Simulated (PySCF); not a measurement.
# Vibration and rotation of P₂⁺

UHF-CCSD(T) constants of P₂⁺, ²Πu (doublet), unpaired electrons π ↑ (P def2-SVP; no relativity (PySCF 2.14); masses 30.9738 and 30.9738 u):

```
ωe           : 670.8 cm⁻¹
ωexe         : 2.76 cm⁻¹
Be           : 0.2701 cm⁻¹
αe           : 0.00142 cm⁻¹
De to P⁺ + P : 4.05 eV
```

(1) What force constant and bond length do these constants imply?

(2) Estimate the centrifugal constant D from the Kratzer relation and find the Dunham coefficient a1.

Correlated steps freeze 10 core orbitals. Correlated levels converge slowly with the basis: in double zeta they bind strong bonds too weakly, by up to about 1 eV, and carry superposition errors of some tenths. The state is the lowest determinant that a PBE0 search found; another state may lie lower at other levels.

Results:

(1) Reduced mass μred = 15.487 u; k = 5.8918×10⁻⁷·μred·ωe² (u, cm⁻¹, mdyn/Å) = 4.11 mdyn/Å; Re = √(16.8576/(μred·Be)) (u, cm⁻¹, Å) = 2.007 Å.

(2) D = 4Be³/ωe² = 1.75e-07 cm⁻¹; a1 = −1 − αeωe/(6Be²) = -3.18.
